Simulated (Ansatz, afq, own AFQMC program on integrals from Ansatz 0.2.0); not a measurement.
AFQMC on a folder of integrals that Ansatz 0.2.0 wrote.

```yaml
crystal:
  periodic: [false, false, false]
  atoms:
    - {symbol: O, position_ang: [1.458815, 1.672620, -1.471442]}
    - {symbol: Al, position_ang: [0.480115, 0.629599, -0.569494]}
    - {symbol: O, position_ang: [1.204298, -0.325538, 0.612463]}
    - {symbol: Si, position_ang: [2.175331, -1.114161, 1.680870]}
    - {symbol: O, position_ang: [-1.184316, 0.542299, -0.840586]}
    - {symbol: Si, position_ang: [-2.791096, 0.183645, -0.823855]}
    - {symbol: H, position_ang: [1.136679, 2.249616, -2.164922]}
    - {symbol: H, position_ang: [1.412273, -2.211441, 2.348845]}
    - {symbol: H, position_ang: [2.669828, -0.171091, 2.730086]}
    - {symbol: H, position_ang: [3.352552, -1.712444, 0.980321]}
    - {symbol: H, position_ang: [-3.246398, -0.179076, -2.200397]}
    - {symbol: H, position_ang: [-3.073155, -0.966164, 0.089414]}
    - {symbol: H, position_ang: [-3.574627, 1.367536, -0.356602]}
basis:
  gaussian: {orbitals: def2-SVP}
magnetization: {spin_polarized: false}
correlation: {method: ccsd_t, electrons: outside_noble_gas, hamiltonian_folder: ham}
```

```sh
$ ansatz run in.yaml --threads 1 --pin off --events-out ev --progress --plain --max-ram 24576MiB --backend cuda --devices 0, --max-vram 18GiB
```

afq runs on the folder ham with

```
--method phaseless --trial cisd --walkers 1600 --populations 20 --least-time 60 --time-step 0.005 --steps-per-block 50 --equilibration-blocks 28 --max-blocks 4000 --target-error 0.00036 --factor-cut 1e-05 --seed 2660 --release-times 0.21,0.42,0.63,0.9 --release-step 0.03 --release-every 5 --taylor-order 6
```

Times are imaginary, in 1/Eh. The walk had a cap of 255 s. With eight or more populations the least sampling time is a fifth of least-time, and the error comes from their spread.

Log:

```
orbitals 113  electrons 18 18  factors 916 of 1229
reference energy -1048.27754293 Eh
CCSD correlation -0.85963991 Eh in 10 cycles, weight of the determinant in the CISD state 0.7636
energy of the start -1049.137171 Eh
 block  time / (1/Eh)  mean weight  energy / Eh
     1     0.250  0.9990  -1049.097058
     2     0.500  1.0001  -1049.116499
     3     0.750  0.9993  -1049.130892
     4     1.000  0.9999  -1049.141617
     5     1.250  1.0006  -1049.150823
     7     1.750  0.9999  -1049.150836
     9     2.250  0.9994  -1049.154729
    11     2.750  1.0001  -1049.165219
    15     3.750  0.9999  -1049.154622
    19     4.750  1.0006  -1049.155382
    23     5.750  1.0010  -1049.156799
    27     6.750  0.9998  -1049.157076
    31     7.750  0.9996  -1049.158992
    35     8.750  1.0001  -1049.159136
    39     9.750  0.9998  -1049.154527
    43    10.750  0.9997  -1049.151836
    47    11.750  0.9991  -1049.157557
    51    12.750  1.0002  -1049.158600
    55    13.750  1.0002  -1049.157611
    59    14.750  0.9994  -1049.158667
    63    15.750  1.0002  -1049.163230
    67    16.750  0.9998  -1049.156598
    71    17.750  1.0006  -1049.162438
    75    18.750  0.9999  -1049.156289
    79    19.750  1.0003  -1049.154924
    83    20.750  0.9996  -1049.160654
    87    21.750  0.9993  -1049.152316
error from the spread of 20 populations
released: time / (1/Eh)  energy / Eh  error  mean overlap
  0.21  -1049.157287  0.001040  1.0023
  0.42  -1049.157464  0.000824  1.0081
  0.63  -1049.158262  0.001332  1.0068
  0.90  -1049.158561  0.001700  1.0020
energy -1049.157556 +/- 0.000753 Eh
(rows thinned)
```

The run passed its tests (sampling time, drift between the halves within three errors, error under three times the target), which doesn't prove that it has relaxed, ending at its cap on processor time.

Against this walk (error 20.5 meV) on the same determinant: CCSD(T) 81.3 meV higher. The error is statistical and leaves out the bias of the constraint. None of these is a sure reference here. Released to 0.63 1/Eh the energy moves by -19 ± 42 meV (both errors), within twice the noise.

Cautions: constraint bias not in the error; error above the target (20.5 against 9.8 meV).

The walk took 4.4 min on 1 × NVIDIA H100 80GB HBM3 with 2 threads of AMD EPYC 7R13 Processor (Zen 3), with other jobs on the host (the card was shared). The log's last line is the phaseless energy.
